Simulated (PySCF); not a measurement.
# C3H3F3: electronic excitations and core binding energies

What electronic excitations and core binding energies should C3H3F3 (`FCC=C(F)F`) show?

The runs use PySCF 2.14.0, with density-fitted response routines of our own; the level of theory stands in each step. All values are computed, except where a source is named. Atoms count from 0, in the outputs and in this text.

### Step 1. The molecule as given

9 atoms, charge 0, multiplicity 1; geometry from: GFN2-xTB.

Bonds of the start (Å): F0–C1 1.37, C1–C2 1.50, C2–C3 1.32, C3–F4 1.33, C3–F5 1.32, C1–H6 1.10, C1–H7 1.09, C2–H8 1.08.

### Step 2. TDDFT and polarisability: CAM-B3LYP/def2-SVPD

What the job is given:

```
{"job": {"kind": "uv", "xc": "CAM-B3LYP", "basis": "def2-SVPD", "nstates": 8, "ntriplets": 3}, "charge": 0, "multiplicity": 1}
F     -1.865417    -0.178626     1.141330
C     -1.132516    -0.153963    -0.017873
C      0.206973     0.457900     0.240726
C      1.339044    -0.055959    -0.194984
F      1.452248    -1.154628    -0.929569
F      2.536346     0.471740     0.005439
H     -1.706896     0.448981    -0.732837
H     -1.050011    -1.185033    -0.374064
H      0.233791     1.355583     0.836654
```

With the program's defaults for keys left out, this is: TDDFT CAM-B3LYP/def2-SVPD, vertical, gas phase, core orbitals frozen in the response.

Launch:

```bash
$ OMP_NUM_THREADS=1 python probes_run.py task.json out
```

This one command runs all jobs of the session in turn.

Standard output:

```text
coarse grid: 8376 points
cycle   1  E = -415.0210774258  dE =  9.231e-01  |g| = 7.810e-01  |ddm| = 3.831e+00
cycle   2  E = -414.9788756852  dE =  4.220e-02  |g| = 9.777e-01  |ddm| = 1.651e+00
cycle   3  E = -415.1375843010  dE = -1.587e-01  |g| = 5.259e-02  |ddm| = 8.852e-01
cycle   4  E = -415.1380141112  dE = -4.298e-04  |g| = 2.355e-02  |ddm| = 7.882e-02
cycle   5  E = -415.1381158131  dE = -1.017e-04  |g| = 9.522e-03  |ddm| = 3.563e-02
cycle   6  E = -415.1381336469  dE = -1.783e-05  |g| = 2.052e-03  |ddm| = 1.347e-02
cycle   7  E = -415.1381348303  dE = -1.183e-06  |g| = 6.996e-04  |ddm| = 4.216e-03
final grid: 84552 points
cycle   8  E = -415.1979679323  dE = -2.500e-05  |g| = 4.477e-03  |ddm| = 4.632e-02
cycle   9  E = -415.1979661964  dE =  1.736e-06  |g| = 5.663e-03  |ddm| = 8.500e-03
cycle  10  E = -415.1979712686  dE = -5.072e-06  |g| = 2.065e-04  |ddm| = 4.091e-03
cycle  11  E = -415.1979712751  dE = -6.576e-09  |g| = 1.225e-04  |ddm| = 4.800e-04
cycle  12  E = -415.1979712784  dE = -3.211e-09  |g| = 2.932e-05  |ddm| = 1.762e-04
cycle  13  E = -415.1979712785  dE = -1.801e-10  |g| = 8.677e-06  |ddm| = 4.253e-05
converged SCF energy = -415.1979712785

Static polarisability (au): isotropic 40.263, principal 31.157 37.464 52.169

Singlet excitations
state   eV       nm        f      main configurations
  1   7.2753    170.4   0.02514   H->L+1 0.84, H->L 0.11
  2   7.6684    161.7   0.37174   H->L 0.85, H->L+1 0.11
  3   8.2618    150.1   0.00328   H->L+2 0.44, H->L+3 0.32, H->L+5 0.09
  4   8.4208    147.2   0.01276   H->L+3 0.46, H->L+2 0.45
  5   8.9355    138.8   0.01736   H->L+4 0.43, H->L+3 0.16, H->L+5 0.16
  6   9.0790    136.6   0.00114   H-2->L 0.87
  7   9.2581    133.9   0.01325   H-1->L 0.70, H->L+4 0.12
  8   9.3383    132.8   0.02138   H->L+5 0.41, H->L+4 0.25, H-1->L 0.14

Triplet excitations (Tamm-Dancoff, eV): 4.6107 7.0240 7.9833
```

Wall time 31 s (1 thread of Arm Neoverse N1, shared host); peak memory 0.64 GiB.

The orbitals next to the gap, with their largest atomic shares:

```csv
orbital,eV,atoms
HOMO−3,-13.96,"F4 38 %, C2 20 %, H8 12 %"
HOMO−2,-11.97,"F0 50 %, C1 20 %, C2 16 %"
HOMO−1,-11.85,"F0 52 %, C1 20 %, H6 9 %"
HOMO,-9.43,"C2 36 %, C3 27 %, F5 10 %"
LUMO,1.03,"C3 33 %, C2 23 %, C1 9 %"
LUMO+1,1.13,"C3 33 %, C1 16 %, C2 14 %"
LUMO+2,1.93,"C1 19 %, F5 15 %, C3 14 %"
```

With each of the 8 states as a Gaussian band of 0.4 eV half-width at 1/e, the curve within the window shown has maxima at 162 nm (ε 15,000), 135 nm (ε 1,800) L/(mol cm). Beyond the last state computed it falls off for lack of states. The curve at chosen wavelengths:

| nm | ε (L/mol/cm) |
| --- | --- |
| 129 | 749 |
| 131 | 1250 |
| 134 | 1761 |
| 136 | 1777 |
| 138 | 1590 |
| 140 | 1328 |
| 143 | 1029 |
| 145 | 980 |
| 147 | 1119 |
| 150 | 2040 |
| 152 | 3509 |
| 154 | 5866 |
| 156 | 8918 |
| 159 | 13401 |
| 161 | 15163 |
| 163 | 15360 |
| 165 | 14056 |
| 168 | 10397 |
| 170 | 7719 |
| 172 | 5373 |
| 175 | 2831 |
| 177 | 1756 |
| 179 | 1054 |
| 181 | 616 |
| 184 | 262 |
| 186 | 143 |

Further results of this job:

```csv
property,computed
dipole moment (D),1.21
polarisability (Å³),5.97
HOMO–LUMO gap (eV),10.46
−ε(HOMO) (eV),9.43
```

### Step 3. Core holes by ΔSCF: SCAN, X2C

Settings changed since step 2:

```diff
@@ -1,2 +1,2 @@
-{"job": {"kind": "uv", "xc": "CAM-B3LYP", "basis": "def2-SVPD", "nstates": 8, "ntriplets": 3}, "charge": 0, "multiplicity": 1}
+{"job": {"kind": "xps"}, "charge": 0, "multiplicity": 1}
 F     -1.865417    -0.178626     1.141330
```

Method: delta-SCF UKS SCAN, pcX-2 on the ionised atom, pcseg-1 elsewhere, spin-free X2C.

Standard output:

```text
ground state, core basis on atom 0 (F), 130 functions
  cycle   1  E = -415.66716454  |g| = 7.89e-01
  cycle   2  E = -415.42865991  |g| = 1.39e+00
  cycle   3  E = -415.76754297  |g| = 1.34e-01
  cycle   4  E = -415.77086007  |g| = 6.94e-02
  cycle   5  E = -415.77172270  |g| = 2.61e-02
  cycle   6  E = -415.77187702  |g| = 5.96e-03
  cycle   7  E = -415.77188290  |g| = 3.03e-03
  cycle   8  E = -415.77188487  |g| = 6.60e-04
  cycle   9  E = -415.77188447  |g| = 1.86e-04
  E(ground) = -415.76823643 Eh
hole in F 1s of atom 0
  cycle   1  E = -389.42741406  |g| = 2.58e+00
  cycle   2  E = -388.78131915  |g| = 2.38e+00
  cycle   3  E = -390.04955837  |g| = 7.21e-01
  cycle   4  E = -390.23013717  |g| = 3.97e-01
  cycle   5  E = -390.29973075  |g| = 1.51e-01
  cycle   6  E = -390.30997065  |g| = 5.90e-02
  cycle   7  E = -390.31155212  |g| = 1.20e-02
  cycle   8  E = -390.31158931  |g| = 5.47e-03
  cycle   9  E = -390.31159900  |g| = 1.15e-03
  cycle  10  E = -390.31160096  |g| = 3.54e-04
  E(ion) = -390.31473626 Eh   <S^2> = 0.7574   hole on atom = 1.000   binding energy = 692.625 eV
ground state, core basis on atom 1 (C), 130 functions
  cycle   1  E = -415.72935711  |g| = 8.57e-02
  cycle   2  E = -415.72801265  |g| = 1.13e-01
  cycle   3  E = -415.72994305  |g| = 2.11e-02
  cycle   4  E = -415.73000189  |g| = 8.55e-03
  cycle   5  E = -415.73001956  |g| = 1.82e-03
  cycle   6  E = -415.73001951  |g| = 2.77e-04
  E(ground) = -415.72404493 Eh
hole in C 1s of atom 1
  cycle   1  E = -404.39036638  |g| = 1.50e+00
  cycle   2  E = -402.67216750  |g| = 2.31e+00
  cycle   3  E = -404.74159553  |g| = 6.69e-01
  cycle   4  E = -404.87593303  |g| = 4.14e-01
  cycle   5  E = -404.92897106  |g| = 1.14e-01
  cycle   6  E = -404.93295301  |g| = 3.32e-02
  cycle   7  E = -404.93335224  |g| = 1.76e-02
  cycle   8  E = -404.93347977  |g| = 6.25e-03
  cycle   9  E = -404.93350109  |g| = 2.15e-03
  cycle  10  E = -404.93350293  |g| = 1.94e-03
  cycle  11  E = -404.93350532  |g| = 4.97e-04
  E(ion) = -404.92897214 Eh   <S^2> = 0.7717   hole on atom = 1.000   binding energy = 293.749 eV
ground state, core basis on atom 2 (C), 130 functions
  cycle   1  E = -415.72842782  |g| = 5.98e-02
  cycle   2  E = -415.72824204  |g| = 3.63e-02
  cycle   3  E = -415.72820734  |g| = 3.76e-02
  cycle   4  E = -415.72853887  |g| = 7.54e-03
  cycle   5  E = -415.72855178  |g| = 8.69e-04
  cycle   6  E = -415.72855188  |g| = 3.67e-04
  E(ground) = -415.72438017 Eh
hole in C 1s of atom 2
  cycle   1  E = -404.45693220  |g| = 1.51e+00
  cycle   2  E = -403.63481011  |g| = 1.95e+00
  cycle   3  E = -404.90273372  |g| = 5.63e-01
  cycle   4  E = -404.98966394  |g| = 3.06e-01
  cycle   5  E = -405.01790716  |g| = 7.79e-02
  cycle   6  E = -405.01991563  |g| = 2.68e-02
  cycle   7  E = -405.02027034  |g| = 7.53e-03
  cycle   8  E = -405.02030818  |g| = 4.16e-03
  cycle   9  E = -405.02032111  |g| = 2.37e-03
  cycle  10  E = -405.02032638  |g| = 1.71e-03
  cycle  11  E = -405.02032878  |g| = 5.00e-04
  E(ion) = -405.01699303 Eh   <S^2> = 0.7806   hole on atom = 1.000   binding energy = 291.363 eV
ground state, core basis on atom 3 (C), 130 functions
  cycle   1  E = -415.73539686  |g| = 6.05e-02
  cycle   2  E = -415.73527874  |g| = 3.49e-02
  cycle   3  E = -415.73529539  |g| = 3.39e-02
  cycle   4  E = -415.73549711  |g| = 5.25e-03
  cycle   5  E = -415.73550404  |g| = 1.39e-03
  cycle   6  E = -415.73550403  |g| = 3.52e-04
  E(ground) = -415.73067530 Eh
hole in C 1s of atom 3
  cycle   1  E = -404.30305015  |g| = 1.50e+00
  cycle   2  E = -394.25622828  |g| = 4.22e+00
  cycle   3  E = -404.01208617  |g| = 1.48e+00
  cycle   4  E = -404.76070850  |g| = 5.25e-01
  cycle   5  E = -404.79723470  |g| = 4.15e-01
  cycle   6  E = -404.85476271  |g| = 1.14e-01
  cycle   7  E = -404.86052590  |g| = 2.92e-02
  cycle   8  E = -404.86098430  |g| = 8.40e-03
  cycle   9  E = -404.86107225  |g| = 5.48e-03
  cycle  10  E = -404.86112716  |g| = 5.41e-03
  cycle  11  E = -404.86117257  |g| = 2.34e-03
  cycle  12  E = -404.86118581  |g| = 7.44e-04
  cycle  13  E = -404.86118654  |g| = 3.87e-04
  E(ion) = -404.85845220 Eh   <S^2> = 0.8155   hole on atom = 1.000   binding energy = 295.848 eV
ground state, core basis on atom 4 (F), 130 functions
  cycle   1  E = -415.77007603  |g| = 1.20e-01
  cycle   2  E = -415.76905473  |g| = 8.84e-02
  cycle   3  E = -415.76930004  |g| = 7.72e-02
  cycle   4  E = -415.77038085  |g| = 1.03e-02
  cycle   5  E = -415.77040536  |g| = 8.93e-04
  cycle   6  E = -415.77040678  |g| = 3.96e-04
  E(ground) = -415.76707124 Eh
hole in F 1s of atom 4
  cycle   1  E = -389.35494122  |g| = 2.58e+00
  cycle   2  E = -386.63486590  |g| = 2.88e+00
  cycle   3  E = -388.78731568  |g| = 1.70e+00
  cycle   4  E = -390.21038860  |g| = 3.11e-01
  cycle   5  E = -390.23415875  |g| = 1.49e-01
  cycle   6  E = -390.24190859  |g| = 7.19e-02
  cycle   7  E = -390.24358309  |g| = 2.09e-02
  cycle   8  E = -390.24369205  |g| = 1.07e-02
  cycle   9  E = -390.24374288  |g| = 2.41e-03
  cycle  10  E = -390.24374556  |g| = 1.22e-03
  cycle  11  E = -390.24374589  |g| = 4.63e-04
  E(ion) = -390.24705619 Eh   <S^2> = 0.7570   hole on atom = 1.000   binding energy = 694.435 eV
ground state, core basis on atom 5 (F), 130 functions
  cycle   1  E = -415.76898085  |g| = 1.48e-01
  cycle   2  E = -415.76568591  |g| = 1.74e-01
  cycle   3  E = -415.76996157  |g| = 5.16e-02
  cycle   4  E = -415.77036558  |g| = 8.58e-03
  cycle   5  E = -415.77037732  |g| = 1.33e-03
  cycle   6  E = -415.77037699  |g| = 4.31e-04
  E(ground) = -415.76750022 Eh
hole in F 1s of atom 5
  cycle   1  E = -389.35803101  |g| = 2.58e+00
  cycle   2  E = -386.92579556  |g| = 2.87e+00
  cycle   3  E = -389.03438242  |g| = 1.54e+00
  cycle   4  E = -390.22319070  |g| = 2.80e-01
  cycle   5  E = -390.24308060  |g| = 9.94e-02
  cycle   6  E = -390.24464162  |g| = 7.41e-02
  cycle   7  E = -390.24731800  |g| = 9.91e-03
  cycle   8  E = -390.24735017  |g| = 3.75e-03
  cycle   9  E = -390.24735515  |g| = 1.76e-03
  cycle  10  E = -390.24735535  |g| = 8.43e-04
  cycle  11  E = -390.24735751  |g| = 4.69e-04
  E(ion) = -390.25175569 Eh   <S^2> = 0.7573   hole on atom = 1.000   binding energy = 694.319 eV
```

Wall time 65 s (1 thread of Arm Neoverse N1, shared host); peak memory 0.44 GiB.

The holes in one table. −ε is the ground-state orbital energy:

```csv
hole,stands for,environment,ΔSCF (eV),−ε (eV),⟨S²⟩
F1s on F0,F0,fluorine on an sp3 carbon,692.63,666.5,0.757
C1s on C1,C1,allylic sp3 CH2 bonded to F,293.75,276.2,0.772
C1s on C2,C2,alkene CH,291.36,274.4,0.781
C1s on C3,C3,fully substituted alkene carbon,295.85,278.7,0.816
F1s on F4,F4,vinylic fluorine,694.43,668.4,0.757
F1s on F5,F5,vinylic fluorine,694.32,668.3,0.757
```

### Step 4. Summary of results

```
                                quantity                               value
    lowest singlet (CAM-B3LYP/def2-SVPD)         7.28 eV (170 nm), f = 0.025
brightest single state of those computed         state 2, 7.67 eV, f = 0.372
                          lowest triplet                             4.61 eV
        F1s binding energies, SCAN/pcX-2  F4 694.43, F5 694.32, F0 692.63 eV
        C1s binding energies, SCAN/pcX-2  C3 295.85, C1 293.75, C2 291.36 eV
```

In words: The lowest singlet, at 7.28 eV, is HOMO→LUMO+1 0.84, HOMO→LUMO 0.11 and is weak; of the 8 states computed, the strongest absorption comes from state 2 at 7.67 eV. The lowest triplet lies 2.66 eV below the lowest singlet (triplets in Tamm-Dancoff, singlets in full TDDFT). The F1s levels kept as sound span 1.81 eV, from F0 (fluorine on an sp3 carbon) up to F4 (vinylic fluorine). C3 (fully substituted alkene carbon) binds its C1s electron 4.49 eV more tightly than C2 (alkene CH).
